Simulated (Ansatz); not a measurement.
# CH3B+ (doublet): wave-function methods side by side, def2-QZVPP

One table from this session's results is given with a row withheld; the runs are named, their logs left out.

Method: def2-QZVPP, core rule «outside noble gas», up to 2 orbitals frozen; program: Ansatz 0.2.0, Gaussian basis.

The runs, in order: UHF; ROHF; CCSD(T) on UHF.

2 further runs of the same task are left out: 2 set aside as unsound or not needed.

### The geometry

The geometry is a PBE0/def2-TZVP stationary point (not a proven minimum) of the parent state, kept for this charge and spin.

5 atoms, charge 1, spin multiplicity 2.

Atoms are counted from 1 here; the program's logs count them from 0.

Bond lengths: B1–C2 1.374 Å, B1–H3 1.175 Å, C2–H4 1.086 Å, C2–H5 1.086 Å. Angles: C2–B1–H3 180.0°, B1–C2–H4 122.5°, B1–C2–H5 122.5°, H4–C2–H5 115.0°.

As a file:

```xyz
5
charge 1, multiplicity 2
B     0.0000    0.0000    0.7455
C     0.0000    0.0000   -0.6287
H     0.0000    0.0000    1.9208
H     0.0000    0.9159   -1.2126
H     0.0000   -0.9159   -1.2126
```

The first run:

Contents of in.yaml:

```yaml
crystal:
  periodic: [false, false, false]
  atoms:
    - {symbol: B, position_ang: [0.000000, 0.000000, 0.745473]}
    - {symbol: C, position_ang: [0.000000, 0.000000, -0.628685]}
    - {symbol: H, position_ang: [0.000000, 0.000000, 1.920782]}
    - {symbol: H, position_ang: [0.000000, 0.915866, -1.212565]}
    - {symbol: H, position_ang: [0.000000, -0.915866, -1.212565]}
basis:
  gaussian: {orbitals: "def2-QZVPP.json"}
total_charge: 1
magnetization: {spin_polarized: true, initial_magnetization: 1}
hamiltonian: {xc: hf}
output: {orbitals: {seedname: orbitals}}
```

The run is started by

```sh
$ ansatz run in.yaml --threads 1 --pin off --events-out ev --progress --plain --max-ram 2393MiB
```

Among the steps run: UHF; ROHF; CCSD(T) on UHF.

One of the session's tables, all rows but one given; the rest of the session is left out.

```
  method  from UCCSD(T) (meV)
    ROHF                    ?
     UHF              +6807.4
    UMP2               +895.1
   UCCSD               +208.8
UCCSD(T)                    0
```

Q: Estimate the row for ROHF from the others.

The run gave: from UCCSD(T) (meV): +6890.9. In the column «from UCCSD(T) (meV)» it is the highest.
